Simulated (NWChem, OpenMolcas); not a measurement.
## Exact exchange and the HOMO–LUMO gap of CHFO

CHFO has 4 atoms, charge 0, and is taken as a singlet. SMILES: `O=CF`. The coordinates come from a PBE0-D4/def2-TZVP relaxation.

The HOMO–LUMO gap y, in eV, basis def2-TZVPP; a is the functional's share of exact exchange. Programs: NWChem 7.3.0, OpenMolcas 26.06.

| functional | program | a | y (eV) |
| --- | --- | --- | --- |
| PBE | NWChem | 0 | 5.69 |
| r2SCAN | NWChem | 0 | 6.32 |
| B3LYP | OpenMolcas | 0.2 | ? |
| PBE0 | NWChem | 0.25 | 8.64 |
| BHLYP | OpenMolcas | 0.5 | 11.60 |

Task: Fit y = c + s·a to the known rows and predict B3LYP.

Result: 
1. Means of the 4 rows: a = 0.1875, y = 8.062.
2. Σ(Δa)² = 0.17188, Σ(Δa·Δy) = 1.9131, so the slope is 1.9131/0.17188 = 11.13.
3. Intercept: 8.062 − (11.13) × 0.1875 = 5.975. The largest residual of the fit is 0.35.
4. B3LYP: 5.975 + (11.13) × 0.2 = 8.20 eV.

The run gave 8.05 eV, so the prediction is off by +0.15 eV, within the scatter of the fit. Exact exchange lowers occupied levels and raises empty ones. The rows mix families of semi-local functionals, which the line can't see.
